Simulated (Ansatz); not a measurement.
# CH5SSi− (SMILES CS[SiH2-]): single points off equilibrium

An exercise on one series of results from a longer session: the logs are not shown, and one member is left open.

Computed with Ansatz 0.2.0, Gaussian basis. Level: single points in def2-TZVPPD.

2 further runs of the same task are left out: 2 that didn't finish.

## Where the work starts

SMILES `CS[SiH2-]`, 8 atoms, charge -1, spin multiplicity 1.

Atoms are counted from 1 here; the program's logs count them from 0.

Bond lengths: C1–S2 1.799 Å, C1–H4 1.103 Å, C1–H5 1.075 Å, C1–H6 1.078 Å, S2–Si3 2.285 Å, Si3–H7 1.593 Å, Si3–H8 1.649 Å. Angles: S2–C1–H4 114.4°, S2–C1–H5 107.5°, S2–C1–H6 109.2°, H4–C1–H5 108.8°, H4–C1–H6 108.4°, H5–C1–H6 108.4°, C1–S2–Si3 94.4°, S2–Si3–H7 96.1°, S2–Si3–H8 99.6°, H7–Si3–H8 95.4°.

Geometry (Å):

```xyz
8
charge -1, multiplicity 1
C    -0.8295    1.0367   -0.2898
S     0.2134    0.4721    1.0624
Si    1.1643   -1.2205   -0.1421
H    -1.6199    0.3256   -0.5822
H    -0.1929    1.2145   -1.1373
H    -1.2955    1.9689   -0.0128
H     2.3141   -1.5519    0.9100
H     0.1787   -2.4635    0.3075
```

The first run:

Input file run/in.yaml:

```yaml
crystal:
  periodic: [false, false, false]
  atoms:
    - {symbol: C, position_ang: [-0.829471, 1.036686, -0.289803]}
    - {symbol: S, position_ang: [0.213445, 0.472138, 1.062371]}
    - {symbol: Si, position_ang: [1.164338, -1.220548, -0.142098]}
    - {symbol: H, position_ang: [-1.619936, 0.325555, -0.582214]}
    - {symbol: H, position_ang: [-0.192944, 1.214461, -1.137255]}
    - {symbol: H, position_ang: [-1.295543, 1.968853, -0.012816]}
    - {symbol: H, position_ang: [2.314073, -1.551934, 0.910011]}
    - {symbol: H, position_ang: [0.178674, -2.463530, 0.307503]}
basis:
  gaussian: {orbitals: "def2-TZVPPD.json"}
total_charge: -1
hamiltonian: {xc: pbe, dispersion: d4}
output: {forces: true}
```

The basis file named in the input lies beside it (Basis Set Exchange, JSON).

Run with:

```console
> ansatz run in.yaml --threads 2 --pin off --events-out ev --progress --plain --max-ram 3481MiB
```

Steps of the session up to this table: PBE-D4/def2-TZVPPD; r2SCAN-D4/def2-TZVPPD; PBE0-D4/def2-TZVPPD; wB97M-V/def2-TZVPPD.

One of the session's tables, all rows but one given; the rest of the session is left out.

| method | RMS force component (eV/Å) |
| --- | --- |
| PBE-D4 | ? |
| r2SCAN-D4 | 0.417 |
| PBE0-D4 | 0.414 |
| wB97M-V | 0.435 |

**Question.** Estimate the row for PBE-D4.

As computed: RMS force component (eV/Å): 0.405. In the column «RMS force component (eV/Å)» it is the lowest.
